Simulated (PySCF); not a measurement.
Compound: C₂H₂O.
SMILES with atom numbers: `[CH2:1]=[C:2]=[O:3]` (hydrogens: H4, H5 on C1)

Method: PySCF, PBE0-D3(BJ)/def2-SVP geometry optimisation, gas phase; density fitting, grid level 1; the optimiser is geomeTRIC in internal coordinates, started from a GFN2-xTB structure with every atom displaced at random (about 0.01 Å).

Step 0: E = -4144.5282 eV
```
atom  x, y, z in Å  |  force x, y, z in eV/Å
C1     -0.4808   -0.0103    0.1544   -2.594   1.847   1.179
C2      0.7248   -0.0250   -0.2290    2.082  -0.124  -0.665
O3      1.8210   -0.0551   -0.5751    1.376   0.025  -0.427
H4     -1.0779   -0.8636    0.1319   -1.031  -1.749  -0.070
H5     -0.9536    0.9200    0.4798    0.167   0.001  -0.018
```

Task: Estimate the geometry and energy of step 1. (The exact step hangs on the optimiser's Hessian estimate; all steps are aligned on step 0, rigid shifts and turns removed.)

Result: E = -4144.6730 eV, largest force 0.463 eV/Å
```
atom  x, y, z in Å  |  force x, y, z in eV/Å
C1     -0.5149    0.0098    0.1458   -0.011  -0.461  -0.040
C2      0.7439   -0.0252   -0.2350    0.156   0.030  -0.085
O3      1.8542   -0.0481   -0.5793   -0.220  -0.015   0.078
H4     -1.1079   -0.9151    0.1396    0.168   0.257  -0.012
H5     -0.9417    0.9447    0.4910   -0.092   0.189   0.059
```

The energy changes by -0.1449 eV. The first-order estimate −F·Δx gives -0.3290 eV and the mean of the old and new forces, exact on a quadratic surface, -0.1511 eV. The step makes an angle of 38° with the force vector and moves no atom by more than 0.060 Å.

The cost below is that of the whole optimisation. On Arm Neoverse N1, one thread (shared host), this took 4.6 s and 0.26 GiB of memory at its peak.
